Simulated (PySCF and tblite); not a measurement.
Values are calculated unless marked as measured or tabulated.
## Conformer ensemble of C5H9N, numbered as in [CH3:1][CH2:2][CH2:3][CH2:4][C:5]#[N:6]

Geometries GFN2-xTB; weights from PBE0-D3(BJ)/def2-SVP (IEF-PCM, chloroform) energies and GFN2-xTB thermal corrections, with symmetry numbers and mirror pairs. Conformers within 3 kcal/mol (GFN2-xTB free energy) were kept, 10 at most. GIAO shieldings: wB97X-D/pcSseg-1 (IEF-PCM, chloroform). Couplings: B3LYP/6-31G* with pcJ-1 on H (gas phase; spin-dipole term only for pairs with B, N, F, Si or P). Couplings are for ¹H; a prime marks the second kind of pair between the same two sets of atoms. H–H couplings come out 0.1 to 0.9 Hz lower than with pcJ-1 on all atoms. Shifts are against TMS (¹H), TMS (¹³C) at the same level. (PySCF 2.14, tblite 0.8.)

Torsions listed: C1–C2–C3–C4, C2–C3–C4–C5. Of a mirror pair one member is shown.

```
conformer        shape   symmetry  E(GFN2) kcal/mol  E(DFT) kcal/mol  G(298.15 K) kcal/mol  weight %  dipole D
        1   180°, -64°  C1 (pair)              0.00             0.00                  0.00      40.8      4.57
        2   180°, 180°         Cs              0.10             0.10                  0.39      21.0      4.78
        3     66°, 60°  C1 (pair)              0.48             0.25                  0.40      20.9      4.55
        4  -66°, -175°  C1 (pair)              0.54             0.59                  0.61      14.5      4.81
        5    -67°, 80°  C1 (pair)              0.75             1.35                  1.56       2.9      4.61
```

Weights (%) against temperature:

| T (K) | 1 | 2 | 3 | 4 | 5 | S(mix) cal/mol/K |
| --- | --- | --- | --- | --- | --- | --- |
| 200 | 47.4 | 22.6 | 18.8 | 10.1 | 1.1 | 3.62 |
| 250 | 43.5 | 21.7 | 20.1 | 12.7 | 2.0 | 3.77 |
| 298.15 | 40.8 | 21.0 | 20.9 | 14.5 | 2.9 | 3.88 |
| 350 | 38.5 | 20.3 | 21.3 | 16.0 | 3.9 | 3.96 |
| 400 | 36.9 | 19.7 | 21.5 | 17.0 | 4.8 | 4.02 |

Averaged shifts at 298.15 K. ¹H: 2.44 (H4, 2H), 1.63 (H3, 2H), 1.49 (H2, 2H), 1.07 (H1, 3H) ppm. ¹³C: 130.8 (C5), 32.3 (C3), 26.2 (C2), 17.5 (C4), 15.9 (C1) ppm.

Averaged couplings (Hz): ²J(H1,H1) -13.9, ³J(H1,H2) 7.4, ²J(H2,H2) -13.6, ³J(H2,H3) 8.9, ³J(H2,H3′) 5.8, ²J(H3,H3) -13.7, ³J(H3,H4) 7.2, ³J(H3,H4′) 7.5, ²J(H4,H4) -17.5.

Coordinates of conformer 1 (Å):

```xyz
15

C     1.950   -0.808   -0.076
C     0.588   -0.455    0.508
C    -0.106    0.634   -0.306
C    -1.481    0.992    0.272
C    -2.385   -0.128    0.198
N    -3.094   -1.021    0.129
H     1.844   -1.178   -1.094
H     2.432   -1.579    0.520
H     2.597    0.066   -0.095
H     0.714   -0.113    1.539
H    -0.043   -1.346    0.528
H    -0.224    0.297   -1.338
H     0.513    1.535   -0.316
H    -1.924    1.824   -0.285
H    -1.385    1.290    1.321
```

Shifts are unscaled: against experiment ¹³C can be off by 15 ppm or more and ¹H by 0.8 ppm.

Search and properties took 5.1 min on 1 thread of Intel Xeon Platinum 8259CL @ 2.50GHz, shared host (rough), launched as `OMP_NUM_THREADS=1 python ens_run.py task.json out`.
